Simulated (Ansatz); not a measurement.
# BH4: the cost of one run

All numbers below are computed with Ansatz 0.2.0 (UKS BLYP/def2-SVP).

1 further run of the same task is left out (it didn't finish).

### Step 1. The starting structure

Bond lengths: B1–H3 1.190 Å, B1–H4 1.190 Å. Angles: H3–B1–H4 120.0°.

Coordinates:

```xyz
5

B     0.0000    0.0000    0.0000
H     0.0000    0.0000    1.4400
H     1.0305    0.0000   -0.5950
H    -1.0305    0.0000   -0.5950
H     0.0000    0.0000    2.4000
```

### Step 2. A restrained relaxation towards end A

Springs on the bonds that form and break draw the guess towards this end; the thresholds are loose.

File input.yaml:

```yaml
crystal:
  periodic: [false, false, false]
  atoms:
    - { symbol: B, position_ang: [0.0, 0.0, 0.0] }
    - { symbol: H, position_ang: [0.0, 0.0, 1.44] }
    - { symbol: H, position_ang: [1.0305, 0.0, -0.595] }
    - { symbol: H, position_ang: [-1.0305, 0.0, -0.595] }
    - { symbol: H, position_ang: [0.0, 0.0, 2.4] }
magnetization:
  spin_polarized: true
  initial_magnetization: 1
basis:
  gaussian: { orbitals: def2-SVP }
hamiltonian:
  xc: blyp
relax:
  f_tol: 0.15
  max_steps: 25
  restrain:
    - { distance: [1, 4], at: 1.86, k: 30.0 }
    - { distance: [0, 1], at: 1.19, k: 30.0 }
output:
  orbitals: {}
```

Run with:

```sh
$ ansatz run input.yaml --threads 1 --pin off --max-ram 2048MiB --backend cpu --events-out ev --progress --plain --runs-dir out
```

Q: Estimate wall time and peak memory on 1 thread of Arm Neoverse V2, shared host.

About 3.4 s, with a peak of 0.091 GiB.
